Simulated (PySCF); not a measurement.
**How the method moves the HOMO and LUMO of `Fc1ccc[n-]1`**

C4H3FN (charge -1).
Numbering: `[F:1][c:2]1[cH:3][cH:4][cH:5][n-:6]1` (hydrogens: H7 on C3; H8 on C4; H9 on C5)

Basis pcSseg-2 throughout (PySCF), one geometry. Isolated species at its PBE0-D3(BJ)/def2-SVP geometry, gas phase.

Question: How do the orbital energies and the gap change with the method?

Answer: 
```json
{"method": "BLYP", "kind": "GGA", "HOMO (eV)": "0.88", "LUMO (eV)": "4.31", "gap (eV)": "3.43", "SCF cycles": "16"}
{"method": "OPBE", "kind": "GGA", "HOMO (eV)": "0.86", "LUMO (eV)": "4.34", "gap (eV)": "3.48", "SCF cycles": "16"}
{"method": "B97-D", "kind": "GGA", "HOMO (eV)": "0.81", "LUMO (eV)": "4.45", "gap (eV)": "3.64", "SCF cycles": "16"}
{"method": "KT3", "kind": "GGA", "HOMO (eV)": "0.80", "LUMO (eV)": "4.17", "gap (eV)": "3.37", "SCF cycles": "16"}
{"method": "PBE", "kind": "GGA", "HOMO (eV)": "0.74", "LUMO (eV)": "4.33", "gap (eV)": "3.59", "SCF cycles": "16"}
{"method": "KT2", "kind": "GGA", "HOMO (eV)": "0.74", "LUMO (eV)": "4.45", "gap (eV)": "3.71", "SCF cycles": "16"}
{"method": "BP86", "kind": "GGA", "HOMO (eV)": "0.64", "LUMO (eV)": "4.49", "gap (eV)": "3.86", "SCF cycles": "15"}
{"method": "LDA", "kind": "LDA", "HOMO (eV)": "0.50", "LUMO (eV)": "4.29", "gap (eV)": "3.79", "SCF cycles": "15"}
{"method": "B97-2", "kind": "global hybrid", "HOMO (eV)": "-0.02", "LUMO (eV)": "4.96", "gap (eV)": "4.99", "SCF cycles": "14"}
{"method": "B3LYP", "kind": "global hybrid", "HOMO (eV)": "-0.10", "LUMO (eV)": "4.64", "gap (eV)": "4.74", "SCF cycles": "15"}
{"method": "PBE0", "kind": "global hybrid", "HOMO (eV)": "-0.28", "LUMO (eV)": "4.93", "gap (eV)": "5.21", "SCF cycles": "14"}
{"method": "mPW1PW91", "kind": "global hybrid", "HOMO (eV)": "-0.29", "LUMO (eV)": "4.89", "gap (eV)": "5.18", "SCF cycles": "14"}
{"method": "BHandHLYP", "kind": "global hybrid", "HOMO (eV)": "-1.15", "LUMO (eV)": "5.32", "gap (eV)": "6.48", "SCF cycles": "13"}
{"method": "CAM-B3LYP", "kind": "range-separated hybrid", "HOMO (eV)": "-1.57", "LUMO (eV)": "5.50", "gap (eV)": "7.06", "SCF cycles": "13"}
{"method": "wB97X-D", "kind": "range-separated hybrid", "HOMO (eV)": "-2.08", "LUMO (eV)": "6.48", "gap (eV)": "8.56", "SCF cycles": "14"}
{"method": "HF", "kind": "Hartree–Fock", "HOMO (eV)": "-2.33", "LUMO (eV)": "6.67", "gap (eV)": "9.00", "SCF cycles": "12"}
{"method": "LC-wPBE", "kind": "range-separated hybrid", "HOMO (eV)": "-2.83", "LUMO (eV)": "6.51", "gap (eV)": "9.35", "SCF cycles": "14"}
```

The HOMO spans 3.71 eV, from BLYP down to LC-wPBE, and the gap runs from 3.37 eV (KT3) to 9.35 eV (LC-wPBE). Over the methods BLYP (0 %), OPBE (0 %), B97-D (0 %), KT3 (0 %), PBE (0 %), KT2 (0 %), BP86 (0 %), LDA (0 %), B97-2 (21 %), B3LYP (20 %), PBE0 (25 %), mPW1PW91 (25 %), BHandHLYP (50 %), HF (100 %), a straight line through the gap against the share of exact exchange rises by 0.55 eV for each 10 % (correlation coefficient 0.995). Where the HOMO energy of this anion is positive, the outermost electrons may be held by the finite basis alone.
